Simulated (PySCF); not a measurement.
Species, as SMILES: CCl (CH3-Cl).
Geometry (B3LYP-D3(BJ)/def2-TZVP, fixed):
```
C
H 1 1.0858
H 1 1.0858 2 110.57
H 1 1.0858 2 110.57 3 -122.80
Cl 1 1.7944 2 108.35 3 118.60
```
Charge 0, spin multiplicity 1.

How fast the mean static polarisability converges with the basis for several methods (PySCF): deviation from each method's own reference, in %. References: HF 28.70 bohr³, the value in aug-pcseg-3; PBE 30.98 bohr³, the value in aug-pcseg-3; PBE0 29.92 bohr³, the value in aug-pcseg-3. All functions are spherical. Density fitting with generated auxiliary sets. In sets without p functions on hydrogen, species with hydrogen take exact integrals. No added dispersion term, no relativity. 

```
basis              functions     HF    PBE  PBE0
-----------------  ---------  -----  -----  ----
6-31G                     28  -35.2  -40.8   [?]
def2-SVP                  47  -32.1  -35.9   [?]
6-31G**                   47  -29.6  -34.4   [?]
pcseg-1                   47  -27.8  -31.9   [?]
cc-pV(D+d)Z               52  -29.1  -33.2   [?]
def2-SVPD                 71   -3.0   -3.3   [?]
pcseg-2                  106  -19.4  -21.5   [?]
cc-pV(T+d)Z              111  -16.0  -19.0   [?]
def2-TZVPP               115  -14.7  -17.4   [?]
6-311++G(3df,3pd)        140   -2.9   -4.2   [?]
pcseg-3                  223   -6.3   -7.8   [?]
def2-QZVPPD              241   -0.1   -0.2   [?]
```

**Question.** What belongs in the gaps?

**Answer.** 
- 6-31G, PBE0: -38.9
- def2-SVP, PBE0: -34.3
- 6-31G**, PBE0: -32.5
- pcseg-1, PBE0: -30.3
- cc-pV(D+d)Z, PBE0: -31.5
- def2-SVPD, PBE0: -3.1
- pcseg-2, PBE0: -20.5
- cc-pV(T+d)Z, PBE0: -17.6
- def2-TZVPP, PBE0: -16.1
- 6-311++G(3df,3pd), PBE0: -3.5
- pcseg-3, PBE0: -7.0
- def2-QZVPPD, PBE0: -0.1

Mean absolute deviation over pcseg-2, cc-pV(T+d)Z, def2-TZVPP, 6-311++G(3df,3pd): HF 13.2, PBE0 14.4, PBE 15.6 %.
